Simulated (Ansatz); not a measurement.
# Si2H6O: taking an electron away

An exercise on one series of results from a longer session: the logs are not shown, and one member is left open.

Computed with Ansatz 0.2.0, Gaussian basis. Level: unrestricted cation, the program's frozen cores in correlated methods.

Levels to be run: UKS PBE-D4/def2-TZVPP; UKS r2SCAN-D4/def2-TZVPP; UKS PBE0-D4/def2-TZVPP; UKS B3LYP-D4/def2-TZVPP; UKS wB97X-V/def2-TZVPP; UKS wB97M-V/def2-TZVPP; UKS B2PLYP/def2-TZVPP; UHF-CCSD(T)/def2-TZVPP; UHF-CCSD(T)/def2-QZVPP; extrapolation to the limit; then −ε(HOMO) from the neutral's earlier runs with LDA (SPW92), PBE-D4, revPBE-D4, BLYP-D4, r2SCAN-D4, B97M-V, PBE0-D4, B3LYP-D4, r2SCANh-D4, r2SCAN0-D4, HSE06-D4, BHLYP-D4, CAM-B3LYP-D4, LC-ωPBE, ωB97X-V, ωB97M-V.

**The geometry**

The geometry comes from an earlier relaxation with PBE0-D4 in a triple-zeta def2 set; it is a stationary point, not always the lowest conformer.

SMILES `O[SiH2][SiH3]`, 9 atoms, charge 0, spin multiplicity 1.

Atoms are counted from 1 here; the program's logs count them from 0.

Bond lengths: O1–Si2 1.654 Å, O1–H4 0.958 Å, Si2–Si3 2.348 Å, Si2–H5 1.493 Å, Si2–H6 1.484 Å, Si3–H7 1.489 Å, Si3–H8 1.491 Å, Si3–H9 1.488 Å. Angles: Si2–O1–H4 117.6°, O1–Si2–Si3 112.4°, O1–Si2–H5 111.3°, O1–Si2–H6 105.5°, Si3–Si2–H5 108.5°, Si3–Si2–H6 110.6°, H5–Si2–H6 108.5°, Si2–Si3–H7 110.0°, Si2–Si3–H8 110.1°, Si2–Si3–H9 111.4°, H7–Si3–H8 108.3°, H7–Si3–H9 108.8°, H8–Si3–H9 108.2°.

Set-up of the first run:

in.yaml reads:

```yaml
crystal:
  periodic: [false, false, false]
  atoms:
    - {symbol: O, position_ang: [-1.609011, 1.039912, -0.762026]}
    - {symbol: Si, position_ang: [0.004768, 0.933111, -0.415901]}
    - {symbol: Si, position_ang: [0.544166, -1.038426, 0.738615]}
    - {symbol: H, position_ang: [-1.996565, 0.341446, -1.290755]}
    - {symbol: H, position_ang: [0.830649, 0.994491, -1.657769]}
    - {symbol: H, position_ang: [0.311408, 2.125165, 0.412986]}
    - {symbol: H, position_ang: [2.012905, -1.104762, 0.974460]}
    - {symbol: H, position_ang: [0.146239, -2.228223, -0.066242]}
    - {symbol: H, position_ang: [-0.155958, -1.109114, 2.049534]}
basis:
  gaussian: {orbitals: def2-TZVPP}
total_charge: 1
magnetization: {spin_polarized: true, initial_magnetization: 1}
hamiltonian: {xc: pbe, dispersion: d4}
```

On the command line:

```
$ ansatz run in.yaml --threads 2 --pin off --events-out ev --progress --plain --max-ram 22528MiB --backend cpu
```

Among the steps run: Cation, UKS PBE-D4/def2-TZVPP; Cation, UKS r2SCAN-D4/def2-TZVPP; Cation, UKS PBE0-D4/def2-TZVPP; Cation, UKS B3LYP-D4/def2-TZVPP; Cation, UKS wB97X-V/def2-TZVPP; Cation, UKS wB97M-V/def2-TZVPP; Cation, UKS B2PLYP (frozen core)/def2-TZVPP; Cation, UHF-CCSD(T)/def2-TZVPP; Cation, UHF-CCSD(T)/def2-QZVPP.

One of the session's tables, all rows but one given; the rest of the session is left out.

For comparison, −ε(HOMO) of the neutral from earlier runs:

```
  functional  −ε(HOMO) (eV)
 LDA (SPW92)           6.72
      PBE-D4           6.63
   revPBE-D4           6.60
     BLYP-D4           6.53
   r2SCAN-D4           6.92
      B97M-V           7.05
     PBE0-D4              ?
    B3LYP-D4           7.67
  r2SCANh-D4           7.37
  r2SCAN0-D4           8.04
    HSE06-D4           7.47
    BHLYP-D4           8.99
CAM-B3LYP-D4           9.18
     LC-ωPBE          10.47
     ωB97X-V          10.16
     ωB97M-V           9.94
```

Estimate the missing values for PBE0-D4.

**Answer.** −ε(HOMO) (eV): 7.86. In the column «−ε(HOMO) (eV)» it lies between B3LYP-D4 (7.67) and r2SCAN0-D4 (8.04).
